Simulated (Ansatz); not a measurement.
**BNH+ (quintet): the correlation ladder, cc-pVTZ**

An exercise on one series of results from a longer session: the logs are not shown, and one member is left open.

The runs use Ansatz 0.2.0, Gaussian basis; cc-pVTZ, core rule «outside noble gas», up to 2 orbitals frozen.

The runs, in order: UHF; CCSD(T) on ROHF; CCSD(T) on UHF; BCCD(T) on ROHF; CCSDT(Q) on ROHF; CCSDT(Q) on UHF; CASSCF and MRCISD+Q, 8 electrons in 9 orbitals; CASSCF and NEVPT2, 8 electrons in 9 orbitals.

5 further runs of the same task are left out: 5 set aside as unsound or not needed.

**The system**

The geometry is a PBE0/def2-TZVP stationary point (not a proven minimum) of the parent state, kept for this charge and spin.

3 atoms, charge 1, spin multiplicity 5.

Atoms are counted from 1 here; the program's logs count them from 0.

Bond lengths: B1–N2 1.503 Å, B1–H3 1.206 Å. Angles: N2–B1–H3 117.0°.

The first run:

in.yaml reads:

```yaml
crystal:
  periodic: [false, false, false]
  atoms:
    - {symbol: B, position_ang: [0.000000, -0.185227, 0.772970]}
    - {symbol: N, position_ang: [0.000000, 0.087426, -0.705019]}
    - {symbol: H, position_ang: [0.000000, 0.771807, 1.506451]}
basis:
  gaussian: {orbitals: cc-pVTZ}
total_charge: 1
magnetization: {spin_polarized: true, initial_magnetization: 4}
hamiltonian: {xc: hf}
output: {orbitals: {seedname: orbitals}}
```

On the command line:

```sh
> ansatz run in.yaml --threads 1 --pin off --events-out ev --progress --plain --max-ram 2816MiB --backend cpu
```

Steps of the session up to this table: UHF; CCSD(T) on ROHF; CCSD(T) on UHF; BCCD(T) on ROHF; CCSDT(Q) on ROHF; CCSDT(Q) on UHF; CASSCF and MRCISD+Q, 8 electrons in 9 orbitals; CASSCF and NEVPT2, 8 electrons in 9 orbitals.

One table of the session follows, with a row left open; its other results are not shown here.

It belongs to the step «Misses and costs». 

```
          method  from UCCSDT(Q) (meV)
            ROHF               +4956.7
             UHF               +4860.6
            RMP2                +986.0
            UMP2                +964.2
           RCCSD                +178.2
           UCCSD                +172.6
        RCCSD(T)                 +40.4
        UCCSD(T)                 +36.4
         BCCD(T)                 +36.3
          RCCSDT                  +7.8
          UCCSDT                  +4.5
       RCCSDT(Q)                     ?
       UCCSDT(Q)                     0
  CASSCF valence               +3707.3
  NEVPT2 valence                +851.5
  MRCISD valence                +254.3
MRCISD+Q valence                +103.5
```

Q: Estimate the row for RCCSDT(Q) from the others.

The run gave: from UCCSDT(Q) (meV): +3.6. In the column «from UCCSDT(Q) (meV)» it lies between UCCSDT(Q) (0) and UCCSDT (+4.5).

Limits of these values: Restricted and unrestricted rows rest on different reference determinants; where their highest levels disagree by more than a few hundredths of an eV, they describe different states and don't form one ladder.
